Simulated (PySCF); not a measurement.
# State search for Li₂⁺

Unrestricted PBE0; PySCF, no relativity, basis sets Li STO-3G. Outer shells of the fragments: Li+ closed shells only; Li 2s1.

Followed along the bond (rough minima from three points):

```csv
2Ms+1,unpaired,⟨S²⟩ at the start,R at minimum (Å),Te (eV)
2,σ ↑,0.75,3.04,0.00
```

Solutions found at the starting distance of 2.670 Å, counted from the lowest of them; the search is not exhaustive and high or unbound solutions are not listed, so other states can lie among these:

```
2Ms+1  unpaired  term  E (eV)  ⟨S²⟩  ⟨Lz²⟩
    2       σ ↑   ²Σ⁺    0.00  0.75   0.00
    2       π ↑    ²Π    2.87  0.75   1.00
```

A term symbol is given only where ⟨S²⟩ and ⟨Lz²⟩ are close to those of a pure state; real π, δ and φ orbitals otherwise mix terms, and g/u labels are left off.

Counting both spins, an empty level lies below a filled one in some of these solutions, because spin and occupation are held. STO-3G is very small, so such numbers show the basis as much as the molecule.
